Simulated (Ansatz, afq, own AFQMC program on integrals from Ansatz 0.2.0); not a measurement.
Integrals from Ansatz 0.2.0, then the random walk in our own AFQMC program (afq).

```yaml
crystal:
  periodic: [false, false, false]
  atoms:
    - {symbol: N, position_ang: [0.000000, 0.000000, 0.000000]}
    - {symbol: C, position_ang: [0.000000, 0.000000, 1.160084]}
basis:
  gaussian: {orbitals: 6-31G}
total_charge: 1
magnetization: {spin_polarized: true, initial_magnetization: 2}
correlation: {method: ccsd_t, electrons: outside_noble_gas, hamiltonian_folder: ham}
```

```sh
$ ansatz run in.yaml --threads 1 --pin off --events-out ev --progress --plain --max-ram 24576MiB --backend cuda --devices 0, --max-vram 18GiB
```

afq runs on the folder ham with

```
--method phaseless --trial cisd --walkers 20 --populations 1 --least-time 40 --time-step 0.2 --steps-per-block 5 --equilibration-blocks 10 --max-blocks 100 --target-error 0.00068 --factor-cut 1e-05 --start spin_pure --seed 2645 --taylor-order 4
```

Times are imaginary, in 1/Eh. The walk had a cap of 60 s.

```
orbitals 16  electrons 5 3  factors 95 of 280
reference energy -91.68613716 Eh
CCSD correlation -0.15719192 Eh in 16 cycles, weight of the determinant in the CISD state 0.8295
energy of the start -91.838347 Eh
 block  time / (1/Eh)  mean weight  energy / Eh
     1     1.000  0.9535  -91.844412
     2     2.000  1.0243  -91.848033
     3     3.000  1.0176  -91.842871
     4     4.000  0.8954  -91.850489
     5     5.000  0.9750  -91.843177
     9     9.000  0.9925  -91.855692
    15    15.000  1.0259  -91.851610
    23    23.000  0.8925  -91.831048
    31    31.000  0.9051  -91.845410
    39    39.000  1.1310  -91.851930
    47    47.000  0.9101  -91.838441
    55    55.000  1.0565  -91.850571
    63    63.000  1.0151  -91.864216
    65    65.000  1.1956  -91.806261
    71    71.000  1.0551  -91.838653
    79    79.000  1.0500  -91.847004
    87    87.000  1.0449  -91.841939
    95    95.000  1.0106  -91.855890
   103   103.000  1.0621  -91.845916
   109   109.000  1.0319  -91.868456
blocks merged  error / Eh  count
     1  0.001092  100
     2  0.001222  50
     4  0.001182  25
     8  0.001214  12
energy -91.847591 +/- 0.001222 Eh
(rows thinned)
```

The run passed its tests (sampling time, drift between the halves within three errors, error under three times the target), which doesn't prove that it has relaxed.

Against this walk (error 33.3 meV) on the same determinant: CCSD(T) 11.5 meV lower (within the noise), CCSDT(Q) 98.7 meV lower, CCSDTQ 93.9 meV lower, full CI 96.6 meV lower, a separate phaseless walk with a CISD trial and standard settings 50.7 ± 33.3 meV lower (within the noise). The error is statistical and leaves out the bias of the constraint. The determinant has ⟨S²⟩ = 2.18, so the low cluster orders mix in higher spin, while the walk starts as a pure triplet.

A setting was made bad on purpose (time step too long), so the walk's energy isn't to be trusted.

Cautions: constraint bias not in the error; error above the target (33.3 against 18.5 meV); another spin lies lower (by 971 meV); strong correlation (T1 0.072, weight of the determinant 0.83, largest double 0.13); unrestricted determinant spin contaminated (⟨S²⟩ 2.18 against 2.00); in a space of 8 electrons in 9 natural orbitals full CI finds another state of this spin 18 meV below the state of CCSD(T); in a space of 8 electrons in 9 natural orbitals full CI finds another state of this spin 14 meV below the state of CCSDT(Q); in a space of 8 electrons in 9 natural orbitals full CI finds another state of this spin 14 meV below the state of CCSDTQ; so few walkers bias the energy; the time-step error isn't removed.

CCSDT and higher add their correlation energy to the determinant of the CCSD(T) run, since their own runs factorise the integrals more tightly (a shift of under 2 meV). A walk keeps the symmetry of its determinant, which the program's search chose and which needn't be the lowest solution, so a lower state of the same spin and another symmetry isn't excluded.
